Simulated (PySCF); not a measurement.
One of the candidates below gave these computed data.

| technique | computed result |
| --- | --- |
| Rotational structure | rotational constants A, B, C: 14.146, 1.552, 1.433 GHz [GFN2-xTB] |
| 13C NMR | chemical shifts (computed TMS as zero) by class: 88.1 (1 C), 83.9 (1 C), 19.5 (1 C), 4.9 (1 C) ppm [GIAO PBE0/pcSseg-1] |
| UV, strongest line | among the 6 lowest singlet transitions: S2 at 5.90 eV (210 nm, f = 0.053) [TDDFT PBE0/def2-SVPD] |
| 1H NMR | chemical shifts (computed TMS as zero) by class: 3.22 (2 H), 2.01 (3 H), 1.96 (1 H) ppm [GIAO PBE0/pcSseg-1] |
| Polarisability | 71.0 au [PBE0/def2-SVPD] |
| Dipole | 1.88 D [PBE0/def2-SVPD] |

Gas-phase values; electronic properties from PySCF, density fitting. Levels stand in brackets. Isolated species at its GFN2-xTB geometry (one conformer only). NMR values are class means; diastereotopic atoms form classes of their own.

Question: Which candidate is it?
A. `C1=CSCC1`
B. `c1cscn1`
C. `CC#CCS`

Answer: C. It is `CC#CCS`. Numbering: `[CH3:1][C:2]#[C:3][CH2:4][SH:5]`. Its formula, C4H6S, gives 2 degrees of unsaturation: 0 rings and 2 π bonds in the structure found. 4 carbons fall into 4 classes; from least to most shielded: alkyne carbon [C2] (88.1 ppm), alkyne carbon [C3] (83.9 ppm), sp3 carbon bound to sulfur [C4] (19.5 ppm), propargylic carbon [C1] (4.9 ppm). Hydrogen classes from least to most shielded: 2 H on an sp3 carbon bound to sulfur, C4 (3.22 ppm, a mean of values up to 0.8 ppm apart in this geometry), 3 H on a propargylic carbon, C1 (2.01 ppm), 1 H on a thiol sulfur, S5 (1.96 ppm). By its constants the optimised geometry is an asymmetric top.

The others, at the same levels:
- `C1=CSCC1` fails: its computed 13C shifts are 135.5 (1 C), 123.8 (1 C), 38.4 (1 C), 34.5 (1 C) ppm, 1H shifts are 5.90 (1 H), 5.35 (1 H), 3.27 (2 H), 3.00 (2 H) ppm and rotational constant A is 6.911 GHz (against 14.146 GHz).
- `c1cscn1` fails: it has 3 hydrogens where the 1H data count 6; its computed 13C shifts are 156.1 (1 C), 146.3 (1 C), 127.6 (1 C) ppm, 1H shifts are 8.41 (1 H), 8.10 (1 H), 7.23 (1 H) ppm and rotational constant A is 8.705 GHz (against 14.146 GHz).

Each candidate is one conformer, not necessarily the lowest. Dipoles, sizes and rotational constants follow the conformer. The torsions of the flexible species, by atom-mapped SMILES:
- `[CH3:1][C:2]#[C:3][CH2:4][SH:5]`: H–S5–C4–C3 55°
